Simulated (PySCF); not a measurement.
A basis-limit estimate, worked out

An elementary step of Si2H6S, closed shell (Si₂H₆S ([SiH3][SiH2][SH]) → Si₂H₄ ([SiH][SiH3]) + H₂S (still joined by a long Si–S bond); bonds formed: S2–H3; bonds broken: Si1–H3; bonds weakened to dative contacts: Si1–S2). “Start” is the structure reached by relaxing down from the saddle towards the reactants; PBE0-D4/def2-TZVP structures. The saddle:

Si1  (-1.055, -0.622, 0.129)
S2  (1.253, -1.611, 0.009)
H3  (-0.143, -1.916, -0.568)
H4  (-1.060, -0.613, 1.634)
Si5  (-0.146, 1.474, -0.430)
H6  (1.010, -2.518, 0.969)
H7  (0.863, 1.954, 0.555)
H8  (-1.233, 2.487, -0.536)
H9  (0.512, 1.367, -1.762)
(Å)

PySCF 2.14 with density fitting (its default auxiliary sets; JK sets also for MP2 and CCSD(T)); basis: def2-TZVPP and def2-QZVPP; cores frozen in the correlated methods.

Energies in eV:

| quantity | saddle | start |
| --- | --- | --- |
| Hartree–Fock, triple zeta (X = 3) | -26635.05586 | -26638.43889 |
| Hartree–Fock, quadruple zeta (X = 4) | -26635.84577 | -26639.23677 |
| MP2 correlation, X = 3 | -12.40493 | -11.77713 |
| MP2 correlation, X = 4 | -13.28697 | -12.65741 |
| CCSD(T) correlation, X = 3 | -14.72314 | -14.03899 |

Question: Work out the barrier at the basis limit: extrapolate Hartree–Fock as E(X) = E∞ + A exp(−7.88 √X) and the MP2 correlation as E(X) = E∞ + B X^−2.97 (the exponents that Neese and Valeev fitted for def2-TZVPP and QZVPP), then add CCSD(T) − MP2 in triple zeta.

Answer: Each step is linear, so take the differences first (saddle − start): Hartree–Fock 3.38303 (X = 3) and 3.39100 (X = 4); MP2 correlation -0.62780 and -0.62956; CCSD(T) correlation -0.68415.
Two points give E∞ = E(4) + w [E(4) − E(3)], with w = 1/(exp(7.88 (2 − √3)) − 1) = 0.1377 for Hartree–Fock and w = 1/((4/3)^2.97 − 1) = 0.7407 for the correlation.
Hartree–Fock: 3.39100 + 0.1377 × 0.00797 = 3.3921 eV.
MP2 correlation: -0.62956 + 0.7407 × (-0.00176) = -0.6309 eV.
CCSD(T) − MP2: -0.68415 − (-0.62780) = -0.0564 eV.
Sum: 3.3921 + (-0.6309) + (-0.0564) = 2.7048 eV, or 62.37 kcal/mol. Plain CCSD(T) in triple zeta gives 2.6989 eV, so the larger basis shifts the result by 0.0059 eV.

No T1 diagnostic of these runs exceeds 0.017. The restricted Hartree–Fock reference is unstable towards an unrestricted one at one or more of these structures.

Losses and insertions of silylenes and their heavier kin drive the gas-phase chemistry of silicon and germanium vapour deposition.

Labels in which every atom is bracketed show which atoms are joined, not bond orders.

For scale, one of the runs: CCSD(T)/def2-TZVPP, 210 basis functions, launched by `OMP_NUM_THREADS=4 python run.py`. The run took 6.1 min on 4 CPU threads of an Arm Neoverse V2 (shared host), with 2.3 GiB of host memory at its peak.
